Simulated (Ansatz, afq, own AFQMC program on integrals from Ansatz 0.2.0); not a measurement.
# CH3+ (singlet): quantum Monte Carlo beside coupled cluster at scale of all distances = 0.871, cc-pVDZ

One table from this session's results is given with a row withheld; the runs are named, their logs left out.

Computed with Ansatz 0.2.0, Gaussian basis, and an in-house AFQMC program (afq) on its integrals; all values are calculated. Level: cc-pVDZ, frozen cores.

Plan: Full CI; PBE (unrestricted); r2SCAN (unrestricted); PBE0 (unrestricted); B3LYP (unrestricted); wB97M-V (unrestricted); B2PLYP (unrestricted); CCSD(T) on RHF; Full CI; CCSDT(Q) on RHF; CCSDTQ on RHF; Phaseless AFQMC, CISD trial on RHF; Phaseless AFQMC, single-determinant trial on RHF; Free-projection AFQMC, CISD trial on RHF; UHF.

4 further runs of the same task are left out: 4 that didn't finish.

### The system

The geometry derives from a PBE0/def2-TZVP stationary point (not a proven minimum). All distances are scaled together.

4 atoms, charge 1, spin multiplicity 1.

Atoms are counted from 1 here; the program's logs count them from 0.

Bond lengths: C1–H2 0.952 Å, C1–H3 0.952 Å, C1–H4 0.952 Å. Angles: H2–C1–H3 120.0°, H2–C1–H4 120.0°, H3–C1–H4 120.0°.

The first run:

Contents of in.yaml:

```yaml
crystal:
  periodic: [false, false, false]
  atoms:
    - {symbol: C, position_ang: [0.000000, 0.000000, 0.000000]}
    - {symbol: H, position_ang: [0.952135, 0.012105, -0.000203]}
    - {symbol: H, position_ang: [-0.486551, 0.818517, -0.002441]}
    - {symbol: H, position_ang: [-0.465584, -0.830622, 0.002644]}
basis:
  gaussian: {orbitals: cc-pVDZ}
total_charge: 1
correlation: {method: fci, electrons: outside_noble_gas}
```

Launch:

```bash
> ansatz run in.yaml --threads 1 --pin off --events-out ev --progress --plain --max-ram 24576MiB --backend cuda --devices 0, --max-vram 18GiB
```

Steps of the session up to this table: Full CI; PBE (unrestricted); r2SCAN (unrestricted); PBE0 (unrestricted); B3LYP (unrestricted); wB97M-V (unrestricted); B2PLYP (unrestricted); CCSD(T) on RHF; CCSDT(Q) on RHF; CCSDTQ on RHF; Phaseless AFQMC, CISD trial on RHF; Phaseless AFQMC, single-determinant trial on RHF; Free-projection AFQMC, CISD trial on RHF; UHF.

One of the session's tables, all rows but one given; the rest of the session is left out.

On the RHF determinant, counted from full CI (exact for this spin and basis):

| level | from full CI (kcal/mol) |
| --- | --- |
| HF | +77.07 |
| MP2 | +14.74 |
| CCSD | +1.10 |
| CCSD(T) | +0.19 |
| CCSDT(Q) | 0.00 |
| CCSDTQ | 0.00 |
| full CI | 0.00 |
| Phaseless AFQMC, CISD trial, step 0.005, 4000 walkers | ? |
| Phaseless AFQMC, single-determinant trial, step 0.005, 4000 walkers | -0.55 |
| Free-projection AFQMC, CISD trial, step 0.03, 4000 walkers | -0.03 |

**Question.** Estimate the row for Phaseless AFQMC, CISD trial, step 0.005, 4000 walkers.

**Answer.** from full CI (kcal/mol): +0.03. In the column «from full CI (kcal/mol)» it lies between full CI (0.00) and CCSD(T) (+0.19).

Caveats from the session: On RHF the phaseless walk with the CISD trial lies +0.03 kcal/mol from full CI, within three error bars.
